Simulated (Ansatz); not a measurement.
**Bulk modulus B0 of some III–V compounds, all zinc-blende**

Method: PBE0-D3(BJ) (Ansatz, an electronic-structure program, plane waves, PAW). References are measured values corrected to a static lattice.

Values in GPa.

```tsv
solid	reference	PBE0-D3(BJ)	error (%)
zinc-blende InP	72	76.8	+6.7
zinc-blende BP	176 (168–176)	?	?
cubic BN	410 (388–410)	413	+0.7
zinc-blende AlAs	75	82.6	+10.1
zinc-blende InSb	46.1	51.1	+10.8
zinc-blende GaP	89.6	96.4	+7.6
zinc-blende GaAs	76.7	80.7	+5.2
zinc-blende InAs	58.6	65.5	+11.8
```

Problem. Estimate the withheld PBE0-D3(BJ) value.

Solution. The errors of the other rows run from +0.7 % to +11.8 %, with a median of +7.6 %; carried to the reference 176 it gives 189 GPa. The run gives 183 GPa (+4.0 %), -3.2 % from the estimate; the row was drawn at random, and such an estimate is rough. Over these 8 solids the mean error is +7.1 %, the mean absolute error 7.1 % (median 7.1 %), and the worst case zinc-blende InAs at +11.8 %; the value is too high in 8 of 8 cases.

All these references are brought to a static lattice.

Spin–orbit coupling is left out, also for the solids with elements from indium on (zinc-blende InP, zinc-blende InSb, zinc-blende InAs); its size isn't shown.

Brackets give the range of the sources taken for a reference, where it is wide; it can hold other temperatures.

Differences are worked out from the printed values.

Each level is taken at its own relaxed cell. Ansatz's density-functional and Hartree–Fock values are scalar-relativistic unless marked +SOC, with PAW data made under PBE.

Not in this set, of the III–V compounds with a reference value in our tables and a result at some level: 3 for a reference at room or unstated temperature; 1 for a high-temperature or high-pressure phase; 1 for sources at odds. These can be a level's best or worst cases. At least 2 more with a reference value are held back for tests. Solids without a released value at any level aren't counted. Layered and molecular crystals are counted apart.

References as tabulated in Mejia-Rodriguez and Trickey (2018), arXiv:1807.09216; Goldzak et al. (2022), arXiv:2208.04865.
